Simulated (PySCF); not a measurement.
Heteronuclear NMR

Bonds (- single, = double, # triple, : aromatic): N1-C2 1.351 Å, C2=O3 1.206 Å. N1 carries H4, H5; C2 carries H6. H4 is cis to the C=O or C=S heteroatom; H5 is trans to the C=O or C=S heteroatom.

Theoretical values (PySCF 2.14.0 with density-fitted response routines): structure optimised with PBE0-D3(BJ)/def2-TZVP, J: B3LYP/pcJ-2, σ from GIAO-B97-2/pcSseg-2. Relativity neglected, gas phase, one conformer.

Question: What are the 15N shifts?

Answer: 
```csv
atoms,environment,σ (ppm),δ (ppm)
N1,amide-type nitrogen,148.7,-286.5
```

Shieldings were converted by a linear fit to measured shifts: 15N (scatter 6.4 ppm rms vs CH3NO2, solution or neat liquid). Occasional misses reach two or three times the rms, and more in compound classes unlike the fitted ones.

Couplings (the largest are listed; each averaged over equivalent pairs): 1J(N1,H5) = -96.2 Hz, 1J(N1,H4) = -94.6 Hz, 1J(N1,C2) = -14.8 Hz, 2J(N1,H6) = -22.6 Hz. Signs are for 15N, whose magnetogyric ratio is negative.

On a 400 MHz spectrometer 15N resonates near 40.5 MHz, so 1 ppm is 40.5 Hz.

Question: Predict the 17O NMR data.

Answer: 
```json
{"atoms": "O3", "environment": "amide-type carbonyl oxygen", "σ (ppm)": "-82.5", "δ (ppm)": "352.2"}
```

Shieldings were converted by a linear fit to measured shifts: 17O (scatter 12.2 ppm rms vs liquid water, solution or neat liquid). A few per cent of atoms miss by over 2 rms, more outside the fitted compound classes.

Couplings (the largest are listed; each averaged over equivalent pairs; quadrupolar broadening usually hides them): 1J(C2,O3) = 27.0 Hz, 2J(O3,H6) = -7.4 Hz, 3J(O3,H4) = 1.3 Hz, 3J(O3,H5) = -1.1 Hz.

On a 400 MHz spectrometer 17O resonates near 54.2 MHz, so 1 ppm is 54.2 Hz.

Hydrogen bonding in solution shields acid and N–H amide carbonyl oxygens by tens of ppm.
